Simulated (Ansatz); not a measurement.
Geometry optimisation, RKS CAM-B3LYP-D4/def2-SVP (Ansatz).

The input (input.yaml):

```yaml
crystal:
  periodic: [false, false, false]
  atoms:
    - { symbol: O, position_ang: [0.94401, 0.05996, -1.0378] }
    - { symbol: S, position_ang: [-0.13378, -0.43967, -0.27929] }
    - { symbol: F, position_ang: [-1.16954, 0.84024, 0.00095] }
    - { symbol: F, position_ang: [0.35932, -0.46053, 1.31613] }
basis:
  gaussian: { orbitals: def2-SVP }
hamiltonian:
  xc: cam_b3lyp
  dispersion: d4
relax:
  f_tol: 0.015
  max_steps: 40
```

Command:

```bash
$ ansatz run input.yaml --threads 1 --pin off --max-ram 2048MiB --backend cpu --events-out ev --progress --plain --runs-dir out
```

**Question.** Where does it end, and by what steps?

**Answer.** The run converged. After 4 steps the energy has fallen by 0.105 eV; F3 moved furthest, 0.04 Å.

```json
{"step": "0", "energy less start (eV)": "0.0000", "largest force component (eV/Å)": "2.540", "accepted": "yes"}
{"step": "1", "energy less start (eV)": "-0.0635", "largest force component (eV/Å)": "1.543", "accepted": "yes"}
{"step": "2", "energy less start (eV)": "-0.1043", "largest force component (eV/Å)": "0.182", "accepted": "yes"}
{"step": "3", "energy less start (eV)": "-0.1051", "largest force component (eV/Å)": "0.080", "accepted": "yes"}
{"step": "4", "energy less start (eV)": "-0.1053", "largest force component (eV/Å)": "0.009", "accepted": "yes"}
```

```xyz
4
Properties=species:S:1:pos:R:3
O 0.945 0.066 -1.033
S -0.150 -0.433 -0.253
F -1.140 0.815 0.004
F 0.345 -0.449 1.282
```

Run time: 14 s on 1 thread of Intel(R) Xeon(R) Platinum 8488C (Sapphire Rapids), with other jobs on the host, peak memory 0.13 GiB.
